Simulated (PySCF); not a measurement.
# C3H4F2O: electronic excitations and core binding energies

Aim: predict the electronic excitations and core binding energies of C3H4F2O (`CO/C(F)=C\F`).

Programs: PySCF 2.14.0, with density-fitted response routines of our own. Each step states its level of theory. These are calculated values for one molecule in the gas phase, unless marked as measured. Atoms are numbered from 0 throughout.

### Step 1. The molecule as given

10 atoms, charge 0, multiplicity 1; geometry from: GFN2-xTB.

Bonds of the start (Å): C0–O1 1.42, O1–C2 1.33, C2–F3 1.35, C2–C4 1.33, C4–F5 1.34, C0–H6 1.09, C0–H7 1.09, C0–H8 1.09, C4–H9 1.08.

### Step 2. TDDFT and polarisability: CAM-B3LYP/def2-SVPD

The job: settings as JSON, then the geometry in Å.

```
{"job": {"kind": "uv", "xc": "CAM-B3LYP", "basis": "def2-SVPD", "nstates": 8, "ntriplets": 3}, "charge": 0, "multiplicity": 1}
C     -1.642921    -0.185463     0.263405
O     -0.302548    -0.646837     0.236016
C      0.638618     0.212052    -0.150960
F      0.210841     1.446872    -0.486422
C      1.942962    -0.030145    -0.236383
F      2.459502    -1.230584     0.077557
H     -2.232144    -1.032508     0.605558
H     -1.757742     0.652054     0.956369
H     -1.975022     0.121416    -0.731824
H      2.667337     0.697797    -0.555844
```

Method: TDDFT CAM-B3LYP/def2-SVPD, vertical, gas phase, core orbitals frozen in the response.

**Question.** This job is followed by: delta-SCF UKS SCAN, pcX-2 on the ionised atom, pcseg-1 elsewhere, spin-free X2C. What will the session give for the following? lowest singlet (CAM-B3LYP/def2-SVPD); brightest single state of those computed; lowest triplet; C1s binding energies, SCAN/pcX-2; F1s binding energies, SCAN/pcX-2; O1s binding energies, SCAN/pcX-2.

The runs gave:

```
                                quantity                               value
    lowest singlet (CAM-B3LYP/def2-SVPD)         6.18 eV (201 nm), f = 0.020
brightest single state of those computed         state 3, 7.26 eV, f = 0.469
                          lowest triplet                             4.31 eV
        C1s binding energies, SCAN/pcX-2  C2 294.61, C0 293.10, C4 292.44 eV
        F1s binding energies, SCAN/pcX-2             F3 693.76, F5 692.98 eV
        O1s binding energies, SCAN/pcX-2                        O1 539.94 eV
```

In words: The lowest singlet, at 6.18 eV, is HOMO→LUMO+1 0.54, HOMO→LUMO 0.40 and is weak; of the 8 states computed, the strongest absorption comes from state 3 at 7.26 eV. The lowest triplet lies 1.87 eV below the lowest singlet (triplets in Tamm-Dancoff, singlets in full TDDFT). The C1s levels kept as sound span 2.16 eV, from C4 (β carbon of an enol-ether or enamine type C=C) up to C2 (alkene carbon bearing oxygen). F3 (vinylic fluorine) binds its F1s electron 0.78 eV more tightly than F5 (vinylic fluorine).
